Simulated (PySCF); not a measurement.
Bonds (- single, = double, # triple, : aromatic): F1-P2 1.579 Å, P2-F3 1.542 Å, P2-F4 1.542 Å, P2-F5 1.542 Å, P2-F6 1.579 Å.

Geometry: PBE0-D3(BJ)/def2-TZVP; GIAO shifts from PySCF 2.14, gas phase, non-relativistic, averaged over equivalent atoms.

At KT3/pcSseg-2 (223 basis functions):
```tsv
atoms	δ (ppm)
F1	-85.8
F6	-85.9
F3/F4/F5	-95.6
P2	-52.3
```

Shifts are taken against calculated references (same method and geometry level): ¹⁹F (σref 145.48) against CFCl3; ³¹P (σref 335.27) against H3PO4.

**Question.** Estimate the result of repeating the calculation with B97-2/pcSseg-2.

**Answer.** 
```
   atoms  δ at B97-2/pcSseg-2  change
      F1                -64.7   +21.1
      F6                -64.8   +21.1
F3/F4/F5                -75.3   +20.3
      P2                -64.3   -12.0
```

δ = σ(ref) − σ, references computed at the same level: ¹⁹F (σ = 175.98 ppm) vs CFCl3; H3PO4 for ³¹P (σ = 317.21 ppm).

The largest change is at F6 (fluorine bonded to P). Cost: 223 basis functions.

Unscaled 19F shifts against computed CFCl3 carry errors that often reach 10 to 50 ppm. Experimental scales use liquid or dissolved standards, which lie at an offset from isolated H3PO4.
